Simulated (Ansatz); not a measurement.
System: C$_{2}$H$_{4}$, charge 0, triplet. This triplet is an excited state, 3.0 eV above the singlet at CCSD(T)/cc-pV5Z (Ansatz, a first-principles code). C2H4 (parent SMILES C=C, triplet).
B3LYP-D3(BJ)/def2-TZVP minimum from Ansatz:
```xyz
6

C     -0.7199    -0.0438    -0.0054
C      0.7199     0.0438     0.0054
H     -1.3315     0.4943     0.7132
H     -1.2510    -0.6515    -0.7326
H      1.3309    -0.6433     0.5840
H      1.2516     0.8004    -0.5646
```
Charge 0, spin multiplicity 3.

Total energies in cc-pVTZ, 12 correlated electrons, 2 frozen orbitals. Open shells are spin-unrestricted; no spin-orbit coupling. Correlated methods leave the cores frozen. No relativity. The spin of C2H4 (parent SMILES C=C, triplet) was assumed, and the state is the lowest solution found for it.

```csv
method,program,energy (Eh),minus CCSDT(Q) (mEh)
HF,Ansatz,-77.99439,337.42
MP2,Ansatz,-78.28761,44.19
CCSD,Ansatz,-78.31992,11.88
CCSD(T),Ansatz,-78.33062,1.19
CCSDT(Q),Ansatz,-78.33181,0.00
```

Rough core times of Ansatz's runs on a shared machine: CCSD(T) under 20 s, CCSDT(Q) 40 min.
